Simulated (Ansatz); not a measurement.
**C4H5F: a ladder of functionals and wavefunction methods**

Aim: compute C4H5F with functionals from several rungs and with coupled cluster, and see how far each lands from CCSD(T) at the basis-set limit for the atomisation energy.

The runs use Ansatz 0.2.0, Gaussian basis; functionals in def2-TZVPP, the program's frozen cores in correlated methods.

Plan: LDA (SPW92), PBE-D4, revPBE-D4, BLYP-D4, r2SCAN-D4, B97M-V, PBE0-D4, B3LYP-D4, r2SCANh-D4, r2SCAN0-D4, HSE06-D4, BHLYP-D4, CAM-B3LYP-D4, LC-ωPBE, ωB97X-V, ωB97M-V, B2PLYP, PBE-QIDH; CCSD(T)/def2-SVP; CCSD(T)/def2-TZVPP; MP2/def2-QZVPP; extrapolation to the limit; RPA on PBE.

### 1 The geometry

An earlier PBE0-D4 in a triple-zeta def2 set relaxation fixed the geometry.

SMILES `CC#CCF`, 10 atoms, charge 0, spin multiplicity 1.

Atoms are counted from 1 here; the program's logs count them from 0.

Bond lengths: C1–C2 1.449 Å, C1–H6 1.093 Å, C1–H7 1.093 Å, C1–H8 1.093 Å, C2–C3 1.202 Å, C3–C4 1.450 Å, C4–F5 1.384 Å, C4–H9 1.095 Å, C4–H10 1.095 Å. Angles: C2–C1–H6 111.2°, C2–C1–H7 110.4°, C2–C1–H8 111.1°, H6–C1–H7 107.9°, H6–C1–H8 108.2°, H7–C1–H8 107.9°, C1–C2–C3 179.5°, C2–C3–C4 179.3°, C3–C4–F5 111.6°, C3–C4–H9 110.6°, C3–C4–H10 110.6°, F5–C4–H9 107.6°, F5–C4–H10 107.6°, H9–C4–H10 108.6°.

Geometry (Å):

```
C    -1.2625   -1.6280    0.0217
C    -0.3866   -0.4743    0.0047
C     0.3480    0.4765   -0.0087
C     1.2205    1.6339   -0.0266
F     2.5496    1.2722    0.1099
H    -1.9312   -1.6030    0.8854
H    -0.6772   -2.5493    0.0756
H    -1.8737   -1.6710   -0.8830
H     0.9760    2.3141    0.7954
H     1.1203    2.1778   -0.9712
```

### 2 LDA

This LDA is Slater exchange with PW92 correlation.

The input, in.yaml:

```yaml
crystal:
  periodic: [false, false, false]
  atoms:
    - {symbol: C, position_ang: [-1.262537, -1.628034, 0.021669]}
    - {symbol: C, position_ang: [-0.386622, -0.474295, 0.004684]}
    - {symbol: C, position_ang: [0.348041, 0.476464, -0.008686]}
    - {symbol: C, position_ang: [1.220483, 1.633949, -0.026632]}
    - {symbol: F, position_ang: [2.549621, 1.272157, 0.109857]}
    - {symbol: H, position_ang: [-1.931173, -1.603022, 0.885361]}
    - {symbol: H, position_ang: [-0.677181, -2.549270, 0.075603]}
    - {symbol: H, position_ang: [-1.873721, -1.671035, -0.882954]}
    - {symbol: H, position_ang: [0.975978, 2.314054, 0.795435]}
    - {symbol: H, position_ang: [1.120310, 2.177833, -0.971236]}
basis:
  gaussian: {orbitals: def2-TZVPP}
hamiltonian: {xc: lda}
output: {orbitals: {seedname: orbitals}}
```

Further steps of the session: PBE-D4 (GGA); revPBE-D4 (GGA); BLYP-D4 (GGA); r2SCAN-D4 (meta-GGA); B97M-V (meta-GGA); PBE0-D4 (hybrid); B3LYP-D4 (hybrid); r2SCANh-D4 (hybrid); r2SCAN0-D4 (hybrid); HSE06-D4 (hybrid); BHLYP-D4 (hybrid); CAM-B3LYP-D4 (range-separated); LC-ωPBE-D4 (range-separated); ωB97X-V (range-separated); ωB97M-V (range-separated); B2PLYP (double hybrid); PBE-QIDH (double hybrid); CCSD(T) in def2-SVP; CCSD(T) in def2-TZVPP; MP2 in def2-QZVPP; RPA on PBE orbitals.

Q: Predict the results of all the runs planned. Wanted: atomisation energy, CCSD(T)/CBS; farthest beyond LDA; mean size of error, GGA; mean size of error, meta-GGA; mean size of error, hybrid; mean size of error, range-separated; mean size of error, double hybrid; gap, smallest and largest; T1 diagnostic.

The runs gave:

| quantity | value |
| --- | --- |
| atomisation energy, CCSD(T)/CBS | 1005.0 kcal/mol |
| functionals within 5.0 kcal/mol (0.5 %) | B97M-V, B3LYP-D4, r2SCANh-D4, LC-ωPBE, ωB97X-V, ωB97M-V, B2PLYP, PBE-QIDH |
| farthest beyond LDA | PBE-D4 (+35.0 kcal/mol) |
| mean size of error, GGA | 15.6 kcal/mol |
| mean size of error, meta-GGA | 4.3 kcal/mol |
| mean size of error, hybrid | 12.2 kcal/mol |
| mean size of error, range-separated | 4.1 kcal/mol |
| mean size of error, double hybrid | 2.7 kcal/mol |
| gap, smallest and largest | 5.62 eV (LDA (SPW92)), 13.09 eV (LC-ωPBE) |
| T1 diagnostic | 0.0113 |
| triples share of the correlation energy | 4.0 % |

What this shows: LDA overbinds by 159.3 kcal/mol (16 %). PBE-D4 is off by +35.0 kcal/mol. Double hybrids carry the basis error of their MP2 part in triple zeta, and no dispersion term here, so their miss is partly the set-up's. The rungs double hybrid, range-separated, meta-GGA miss on average by less than the doubt on the reference (5.0 kcal/mol), so they tie. The reference freezes the cores and leaves out relativity and excitations past (T), so misses under about 5.0 kcal/mol can't be ranked. Hartree-Fock recovers 73 % of the binding; the rest is correlation. CCSD(T) in def2-SVP is off by -39.6 kcal/mol, more than most functionals: a good method in a small basis is no reference. Orbital gaps span 5.6 to 13.1 eV; exact exchange widens them.
